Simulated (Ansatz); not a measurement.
**Si2H6F radical: a barrier at many levels of theory**

How high is the barrier of this step (F1–Si3 formed, F1–Si2 broken), and how far do cheaper methods land from CCSD(T)?

Program: Ansatz 0.2.0, Gaussian basis. Level of theory: single points in def2-TZVPP on PBE0-D4/def2-TZVP structures. These are calculated values, not measurements.

Levels: SPW92, PBE-D4, BLYP-D4, r2SCAN-D4, B97M-V, PBE0-D4, B3LYP-D4, r2SCAN0-D4, BHLYP-D4, CAM-B3LYP-D4, wB97X-V, wB97M-V, B2PLYP, PBE-QIDH, RPA on PBE, Hartree-Fock, MP2, CCSD, CCSD(T). The reference is CCSD(T) at the basis limit, from triple and quadruple zeta. Zero-point energies come from PBE0-D4 vibrations.

Correlated methods freeze the cores. Orbitals are unrestricted. B3LYP uses VWN-RPA correlation. B2PLYP carries no dispersion term here.

22 further runs of the same task are left out: 22 set aside as unsound or not needed.

## Step 1: The three structures

Charge 0, multiplicity 2. The folders r, ts and p hold the start, the saddle and the end; their coordinates stand in the first inputs.

| pair | r (Å) | ts (Å) | p (Å) |
| --- | --- | --- | --- |
| F1–Si3 | 3.277 | 1.885 | 1.604 |
| F1–Si2 | 1.603 | 1.885 | 3.276 |

## Step 2: wB97M-V/def2-TZVPP

r/in.yaml

```yaml
crystal:
  periodic: [false, false, false]
  atoms:
    - {symbol: F, position_ang: [1.138725, -1.059024, 0.529472]}
    - {symbol: Si, position_ang: [-0.287957, -1.326692, 1.210753]}
    - {symbol: Si, position_ang: [0.120443, 1.461272, -1.301591]}
    - {symbol: H, position_ang: [-0.711677, -0.097047, 1.919881]}
    - {symbol: H, position_ang: [-1.258487, -1.686817, 0.151305]}
    - {symbol: H, position_ang: [-0.121235, -2.446978, 2.167350]}
    - {symbol: H, position_ang: [-0.759048, 2.483750, -1.927243]}
    - {symbol: H, position_ang: [1.140437, 2.090167, -0.425216]}
    - {symbol: H, position_ang: [0.738798, 0.581268, -2.324712]}
basis:
  gaussian: {orbitals: def2-TZVPP}
magnetization: {spin_polarized: true, initial_magnetization: 1}
hamiltonian: {xc: {name: wB97M-V}}
```

ts/in.yaml

```yaml
crystal:
  periodic: [false, false, false]
  atoms:
    - {symbol: F, position_ang: [-0.026754, 0.004670, -0.005097]}
    - {symbol: Si, position_ang: [-0.478268, -1.308091, 1.270052]}
    - {symbol: Si, position_ang: [0.475433, 1.308599, -1.270481]}
    - {symbol: H, position_ang: [-1.051694, -0.568260, 2.411161]}
    - {symbol: H, position_ang: [-1.453025, -2.191262, 0.600613]}
    - {symbol: H, position_ang: [0.791872, -1.985539, 1.595797]}
    - {symbol: H, position_ang: [-0.720786, 2.150749, -1.466690]}
    - {symbol: H, position_ang: [1.603715, 2.035172, -0.655948]}
    - {symbol: H, position_ang: [0.859506, 0.553862, -2.479406]}
basis:
  gaussian: {orbitals: def2-TZVPP}
magnetization: {spin_polarized: true, initial_magnetization: 1}
hamiltonian: {xc: {name: wB97M-V}}
```

p/in.yaml

```yaml
crystal:
  periodic: [false, false, false]
  atoms:
    - {symbol: F, position_ang: [1.208685, 1.056374, 0.348230]}
    - {symbol: Si, position_ang: [-0.745173, -1.479091, 1.047058]}
    - {symbol: Si, position_ang: [0.570107, 1.334109, -1.096200]}
    - {symbol: H, position_ang: [-1.006944, -0.566046, 2.187890]}
    - {symbol: H, position_ang: [-1.803985, -2.516373, 0.930419]}
    - {symbol: H, position_ang: [0.604457, -2.092053, 1.128440]}
    - {symbol: H, position_ang: [-0.865032, 1.658461, -0.924841]}
    - {symbol: H, position_ang: [1.295887, 2.482238, -1.690393]}
    - {symbol: H, position_ang: [0.741998, 0.122281, -1.930603]}
basis:
  gaussian: {orbitals: def2-TZVPP}
magnetization: {spin_polarized: true, initial_magnetization: 1}
hamiltonian: {xc: {name: wB97M-V}}
```

The command line of these runs was not kept.

The runs that follow: CCSD(T)/def2-TZVPP; MP2/def2-QZVPP; Vibrations of the start structure; Vibrations of the end structure.

What does the calculation give? Wanted: barrier, CCSD(T)/CBS; reverse barrier, CCSD(T)/CBS; step energy, CCSD(T)/CBS; barrier with zero-point energy; step energy with zero-point energy; imaginary mode at the saddle; largest T1 diagnostic.

As calculated:

| quantity | value |
| --- | --- |
| barrier, CCSD(T)/CBS | 1.500 eV |
| reverse barrier, CCSD(T)/CBS | 1.500 eV |
| step energy, CCSD(T)/CBS | 0.000 eV |
| barrier with zero-point energy | 1.410 eV |
| step energy with zero-point energy | 0.000 eV |
| imaginary mode at the saddle | 594i cm⁻¹ |
| largest T1 diagnostic | 0.013 |

**Reading.** Among the functionals wB97X-V lands nearest to CCSD(T)/CBS (+0.014 eV) and SPW92 farthest (-0.773 eV). By rung, the mean size of the error is: LDA 0.773, GGA 0.514, meta-GGA 0.278, hybrid 0.154, range-separated hybrid 0.103, double hybrid 0.087 eV. PBE-D4 gives a barrier 0.528 eV too low, outside chemical accuracy (1 kcal/mol, 0.043 eV). Every functional without exact exchange puts the barrier too low, the usual mark of self-interaction error, which favours the spread-out density of a saddle. The barrier rises with the share of exact exchange, from BLYP-D4 through B3LYP-D4 to BHLYP-D4 (-0.500, -0.285, +0.041 eV). Hartree-Fock, with no correlation, is off by +0.847 eV. Zero-point motion lowers the barrier by 0.090 eV.
